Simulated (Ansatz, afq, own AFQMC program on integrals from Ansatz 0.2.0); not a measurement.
AlH4, doublet in cc-pVTZ, levels against CCSDT(Q)

```xyz
5

Al   -0.0857    0.0000    0.0000
H    -0.8787    1.3734    0.0000
H    -0.8787   -1.3734    0.0000
H     1.5001    0.0000    0.0000
H     2.5523    0.0000    0.0000
```

Basis cc-pVTZ. Only valence electrons are correlated. Ansatz 0.2.0 and our own AFQMC program on the same integrals; the CISD trial comes from CCSD amplitudes, and released means the phaseless constraint is let go. ± is one standard error of the sampling.

Determinant: UHF, the one that the program's search chose, which needn't be the lowest solution. The geometry is a point of a scan.

No full CI on the walks' own integrals is used here; CCSDT(Q) serves as the reference and is uncertain by about the last step of the cluster series.

- T1 diagnostic: 0.0162
- weight of the determinant in the CISD state: 0.920
- ⟨S²⟩ of the determinant: 0.769
- size of the correlated space: 7 electrons in 85 orbitals

```csv
level,correlation energy (eV)
MP2,-2.8522
CCSD,-3.5944
CCSD(T),-3.6571
```

(1) Estimate where AFQMC with the constraint released lies against CCSD(T) on the same integrals.

(1) 19.3 ± 1.4 meV below CCSD(T).

Reference: CCSDT(Q), correlation energy -3.677 eV. The released energy is read at 2.40 1/Eh (meV from the phaseless value at times in 1/Eh: -1.7 ± 1.9 at 0.24, -4.6 ± 1.9 at 0.51, -6.3 ± 1.6 at 0.99, -6.8 ± 1.6 at 1.62, -6.3 ± 1.4 at 2.40).

```json
{"level": "CCSD(T)", "E − E(reference) (meV)": "19.4", "share of correlation (%)": "99.47"}
{"level": "CCSDT", "E − E(reference) (meV)": "1.7", "share of correlation (%)": "99.95"}
{"level": "ph-AFQMC/CISD", "E − E(reference) (meV)": "6.5 ± 1.8", "share of correlation (%)": "99.82"}
{"level": "released AFQMC", "E − E(reference) (meV)": "0.1 ± 1.4", "share of correlation (%)": "100.00"}
```

A walk keeps the symmetry of its determinant, which the program's search chose and which needn't be the lowest solution, so a lower state of the same spin and another symmetry isn't excluded. Released energies are given only where the last usable release times agree within the noise; a slower fall can still hide under it.
